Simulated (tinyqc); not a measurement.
Inside a calculation. Method: extended Hueckel theory, for SiH2. Computed by tinyqc, a small Python program that keeps every step (integrals from PySCF). Settings: charge = 0, K = 1.75, multiplicity = 1. Command: `OMP_NUM_THREADS=1 python tinyqc.py 21051 21052 out.jsonl` (the two numbers bound the seeds that draw the settings). One thread of a shared host (Intel(R) Xeon(R) Processor @ 2.60GHz), about 0.01 s of CPU time with the checks.

## Overlaps

Geometry (angstrom):
```
atom         x          y         z
Si    0.000000   0.000000  0.000000
H     0.000000   1.328000  0.603000
H     0.000000  -1.328000  0.603000
```

Parameters chosen for this run:
```
element  shell  Slater exponent   H_ii (eV)
H           1s         1.300000  -13.600000
Si          3s         1.383000  -17.300000
Si          3p         1.383000   -9.200000
```

Slater orbitals, each expanded in six Gaussians scaled to its exponent.

overlap S, lower triangle:
```
           1Si 3s   1Si 3px    1Si 3py   1Si 3pz     2H 1s     3H 1s
1Si 3s   1.000000
1Si 3px  0.000000  1.000000
1Si 3py  0.000000  0.000000   1.000000
1Si 3pz  0.000000  0.000000   0.000000  1.000000
2H 1s    0.420692  0.000000   0.479710  0.217820  1.000000
3H 1s    0.420692  0.000000  -0.479710  0.217820  0.031860  1.000000
```

## Wolfsberg-Helmholz matrix

diagonal H_ii (eV): 1Si 3s -17.300000, 1Si 3px -9.200000, 1Si 3py -9.200000, 1Si 3pz -9.200000, 2H 1s -13.600000, 3H 1s -13.600000

K = 1.750000

H_ij = K' S_ij (H_ii + H_jj)/2 for i != j (the diagonal keeps H_ii), with K' = 1.75.

H (eV), lower triangle:
```
             1Si 3s    1Si 3px    1Si 3py    1Si 3pz       2H 1s       3H 1s
1Si 3s   -17.300000
1Si 3px    0.000000  -9.200000
1Si 3py    0.000000   0.000000  -9.200000
1Si 3pz    0.000000   0.000000   0.000000  -9.200000
2H 1s    -11.374468   0.000000  -9.570211  -4.345510  -13.600000
3H 1s    -11.374468   0.000000   9.570211  -4.345510   -0.758260  -13.600000
```

## Orbitals

valence electrons = 6

Solve H C = S C e through S^(-1/2); fill by pairs from the bottom, a degenerate level sharing its electrons equally; each orbital has its largest coefficient positive (the first on a tie).

orbital energies (eV): -20.041041  -15.128468  -10.104254  -9.200000  6.341542  8.463865

occupations: 2.000000  2.000000  2.000000  0.000000  0.000000  0.000000

coefficients:
```
               MO1        MO2        MO3       MO4        MO5        MO6
1Si 3s    0.669604   0.000000  -0.365882  0.000000   1.012373   0.000000
1Si 3px   0.000000   0.000000   0.000000  1.000000   0.000000   0.000000
1Si 3py   0.000000   0.388091   0.000000  0.000000   0.000000   1.324975
1Si 3pz  -0.001141   0.000000   0.876532  0.000000   0.628055   0.000000
2H 1s     0.311789   0.497374   0.184791  0.000000  -0.852212  -0.858528
3H 1s     0.311789  -0.497374   0.184791  0.000000  -0.852212   0.858528
```

sum of one-electron energies = -90.547527 eV

## Mulliken analysis

P = C n C^T; charge = valence electrons (H 1, Si 4) minus the sum of (P S)_ii on the atom; overlap population = 2 sum P_ij S_ij between two atoms.

charges: 1Si 0.248926, 2H -0.124463, 3H -0.124463

Overlap populations:
```
pair      value
2-1    0.748748
3-1    0.748748
3-2   -0.014785
```
